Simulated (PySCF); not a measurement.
Gas-phase reaction: AlH₃.NH₃ = Al + NH₃ + 3 H

Method: PySCF energies plus ideal-gas RRHO corrections (1 bar). † marks an energy on the PBE0/def2-TZVP geometry and frequencies; other levels use their own. MP2 and CCSD(T) freeze the core. 6-31G* has spherical d functions here. Open shells (unrestricted): Al (multiplicity 2), H (multiplicity 2); the rest are closed-shell singlets. Spin-orbit splitting is ignored; it lowers the true energy and changes the entropy of Al. B3LYP is the form with VWN-RPA correlation. Adducts (AlH₃.NH₃) have no counterpoise correction, and HF, PBE, BLYP, B3LYP and PBE0 lack dispersion. AlH₃.NH₃: computed as isolated molecules; such fragments, hydroxides, amides, oligomers or adducts are transient or little studied in the gas. MP2 isn't extrapolated to the basis-set limit. CCSD(T) isn't extrapolated to the basis-set limit.

| level | ΔH°(298 K), kJ |
|---|---|
| B3LYP/6-31G* | ___ |
| BLYP/def2-TZVP† | ___ |
| CCSD(T)/def2-SVP† | 950 |
| CCSD(T)/def2-TZVPP† | 961 |
| MP2/def2-SVP† | ___ |
| MP2/def2-TZVPP† | 939 |
| PBE/def2-SVP | 955 |
| PBE/def2-TZVP† | 929 |
| PBE0/def2-QZVP† | 939 |
| LDA/def2-TZVP† | 1049 |
| ωB97M-V/def2-TZVP† | ___ |

Task: Fill in the missing entries.

Result: 
- B3LYP/6-31G*, ΔH°(298 K), kJ: 971
- BLYP/def2-TZVP†, ΔH°(298 K), kJ: 933
- MP2/def2-SVP†, ΔH°(298 K), kJ: 929
- ωB97M-V/def2-TZVP†, ΔH°(298 K), kJ: 977
